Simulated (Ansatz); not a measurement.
# ClFO2S: the cost of one run

Program: Ansatz 0.2.0. Level of theory: the levels named in each step. These are calculated values, not measurements.

**1. The starting structure**

Bond lengths: O1–S2 1.409 Å, S2–O3 1.410 Å, S2–F4 1.625 Å, S2–Cl5 2.019 Å. Angles: O1–S2–O3 122.9°, O1–S2–F4 106.9°, O1–S2–Cl5 109.9°, O3–S2–F4 106.9°, O3–S2–Cl5 109.9°, F4–S2–Cl5 97.1°.

Structure file:

```xyz
5

O    -0.7864   -0.9902   -1.0714
S    -0.4159   -0.1963    0.0325
O    -0.8432   -0.4663    1.3485
F    -0.8687    1.3272   -0.3084
Cl    1.5771    0.1236    0.0110
```

**2. A rough first relaxation, PBE-D4/def2-SVP**

This run stands in another session on the same molecule. It ended at:

```xyz
5

O    -0.7944   -1.0075   -1.1189
S    -0.4356   -0.1950    0.0320
O    -0.8541   -0.4621    1.3983
F    -0.8702    1.3303   -0.3088
Cl    1.6171    0.1323    0.0097
```

**3. Relaxation, PBE0-D4/def2-TZVPP**

input.yaml

```yaml
crystal:
  periodic: [false, false, false]
  atoms:
    - { symbol: O, position_ang: [-0.79437612, -1.00749808, -1.11891672] }
    - { symbol: S, position_ang: [-0.43560904, -0.19502383, 0.03196454] }
    - { symbol: O, position_ang: [-0.85409535, -0.46211129, 1.39830628] }
    - { symbol: F, position_ang: [-0.87016237, 1.33031831, -0.30880258] }
    - { symbol: Cl, position_ang: [1.61713288, 0.13234489, 0.00968848] }
basis:
  gaussian: { orbitals: def2-TZVPP }
hamiltonian:
  xc: pbe0
  dispersion: d4
relax:
  f_tol: 0.002
  max_steps: 150
```

The run is started by

```sh
$ ansatz run input.yaml --threads 4 --pin off --max-ram 10240MiB --backend cpu --events-out ev --progress --plain --runs-dir out
```

**Question.** How long does this run take on 4 threads of AMD EPYC 9R45 (Zen 5), shared host, and how much memory does it need?

About 8.4 s, with a peak of 0.44 GiB.
